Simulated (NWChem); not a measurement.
All runs are NWChem calculations. System: pyrrole (C₄H₅N), charge 0, spin multiplicity 1, at a geometry optimised with PBE0/def2-SVP. Level: G0W0@PBE/def2-TZVP, RI basis def2-tzvp-rifit.

NWChem printed:

```
             Northwest Computational Chemistry Package (NWChem) 7.3.0
             --------------------------------------------------------

                                NWChem Input Module
                                -------------------

 Scaling coordinates for geometry "geometry" by  1.889725989
 (inverse scale =  0.529177249)

 Turning off AUTOSYM since
 SYMMETRY directive was detected!

                             Geometry "geometry" -> ""
                             -------------------------

 Output coordinates in angstroms (scale by  1.889725989 to convert to a.u.)

  No.       Tag          Charge          X              Y              Z
 ---- ---------------- ---------- -------------- -------------- --------------
    1 C                    6.0000    -0.71077600     0.00000000     0.98287900
    2 C                    6.0000     0.71077600     0.00000000     0.98287900
    3 C                    6.0000     1.11920900     0.00000000    -0.33423400
    4 N                    7.0000     0.00000000     0.00000000    -1.11717300
    5 C                    6.0000    -1.11920900     0.00000000    -0.33423400
    6 H                    1.0000    -1.36524900     0.00000000     1.85248900
    7 H                    1.0000     1.36524900     0.00000000     1.85248900
    8 H                    1.0000     2.11556100     0.00000000    -0.77079200
    9 H                    1.0000     0.00000000     0.00000000    -2.12692500
   10 H                    1.0000    -2.11556100     0.00000000    -0.77079200

 Effective nuclear repulsion energy (a.u.)     161.0200358869

            Nuclear Dipole moment (a.u.)
            ----------------------------
        X                 Y               Z
 ---------------- ---------------- ----------------
     0.0000000000     0.0000000000    -0.0000037795

      Symmetry information
      --------------------

 Group name             C2v
 Group number             16
 Group order               4
 No. of unique centers     6

      Symmetry unique atoms

     1    3    4    6    8    9


 Summary of "ao basis" -> "" (spherical)
 ------------------------------------------------------------------------------
       Tag                 Description            Shells   Functions and Types
 ---------------- ------------------------------  ------  ---------------------
 *                         def2-tzvp                  on all atoms

 new library libraries.bse/

 Summary of "ri basis" -> "" (spherical)
[...]
  ----- ------------  ---------------      ----- ------------  ---------------
    13      0.749736   1 C  py               44     -0.749736   2 C  py
    75      0.466153   3 C  py              137     -0.466153   5 C  py
     7      0.289570   1 C  py               38     -0.289570   2 C  py
    10      0.242861   1 C  py               41     -0.242861   2 C  py
    69      0.170347   3 C  py              131     -0.170347   5 C  py

 center of mass
 --------------
 x =   0.00000000 y =   0.00000000 z =  -0.00111670

 moments of inertia (a.u.)
 ------------------
         200.040573607934           0.000000000000           0.000000000000
           0.000000000000         396.328305109815           0.000000000000
           0.000000000000           0.000000000000         196.287731501881

     Multipole analysis of the density
     ---------------------------------

     L   x y z        total         alpha         beta         nuclear
     -   - - -        -----         -----         ----         -------
     0   0 0 0     -0.000000    -18.000000    -18.000000     36.000000

     1   1 0 0      0.000000      0.000000      0.000000      0.000000
     1   0 1 0     -0.000000     -0.000000     -0.000000      0.000000
     1   0 0 1     -0.769131     -0.384564     -0.384564     -0.000004

     2   2 0 0    -20.211339    -70.408415    -70.408415    120.605491
     2   1 1 0      0.000000      0.000000      0.000000      0.000000
     2   1 0 1     -0.000000     -0.000000     -0.000000      0.000000
     2   0 2 0    -25.249581    -12.624790    -12.624790      0.000000
     2   0 1 1      0.000000      0.000000      0.000000      0.000000
     2   0 0 2    -17.643857    -69.967785    -69.967785    122.291712

 Task  times  cpu:       28.7s     wall:       28.7s

                                NWChem Input Module
                                -------------------

                                 NWChem GW Module
                                 ----------------

                             ***********************
                             ***        GW       ***
                             ***********************

 Summary of "ri basis" -> "ri basis" (spherical)
 ------------------------------------------------------------------------------
       Tag                 Description            Shells   Functions and Types
 ---------------- ------------------------------  ------  ---------------------
 C                      def2-tzvp-rifit             22       76   8s6p4d3f1g
 N                      def2-tzvp-rifit             22       76   8s6p4d3f1g
 H                      def2-tzvp-rifit              7       15   4s2p1d

                 Memory Information
                 ------------------
          Available GA per process is          1699.7 MBs
          Available stack per process is        700.0 MBs
          Available heap per process is           0.9 MBs

          Peak memory in Initialization
              Peak GA per process is                 14.8 MBs
              Peak stack per process is               0.4 MBs
              Peak heap per process is               15.2 MBs
              Memory not in MA per process            0.0 MBs

          Peak memory in CDGW Calculation
              Peak GA per process is                 18.1 MBs
              Peak stack per process is               3.2 MBs
              Peak heap per process is                3.7 MBs
              Memory not in MA per process            0.0 MBs

          Computing 2-center integrals
          Computing Inverse Cholesky factor
          Computing 3-center integrals
          Computing Vxc

          Computing Sigma_x
          Computing W(iw) on the imaginary grid
          Solving quasiparticle equations

                  Alpha Orbitals
          State     Energy (eV)     Error (eV)
          -----------------------------------
@GW        15        -12.641           0.002
@GW        16        -12.202           0.003
@GW        17         -8.622           0.002
@GW        18         -7.828           0.002
@GW        19          2.831           0.002
@GW        20          2.617           0.003

     GW Timing Statistics
   ------------------------
   Init.   :          0.1s
     ERIs  :          2.0s
     Distr.:          0.0s
     Vxc   :          0.3s
   Vmo     :          0.0s
   iW      :          3.4s
   I_n     :          0.0s
   R_n     :          0.6s
   GW total:          6.3s

 Task  times  cpu:        6.3s     wall:        6.3s

 Total times  cpu:       35.0s     wall:       35.0s
```

Q: Write an NWChem input that would produce this output.

A: This is not unique; one that fits is 
```
start mol
memory heap 200 mb stack 700 mb global 1700 mb
geometry units angstroms nocenter noautoz
  C     -0.710776     0.000000     0.982879
  C      0.710776     0.000000     0.982879
  C      1.119209     0.000000    -0.334234
  N      0.000000     0.000000    -1.117173
  C     -1.119209     0.000000    -0.334234
  H     -1.365249     0.000000     1.852489
  H      1.365249     0.000000     1.852489
  H      2.115561     0.000000    -0.770792
  H      0.000000     0.000000    -2.126925
  H     -2.115561     0.000000    -0.770792
  symmetry group C2v
end
basis spherical
  * library def2-tzvp
end
basis "ri basis" bse spherical
  * library def2-tzvp-rifit
end
dft
  xc xpbe96 cpbe96
  iterations 100
  direct
  tolerances tight
end
task dft energy
gw
  method cdgw
  states alpha occ 4 vir 2
end
task dft gw
```
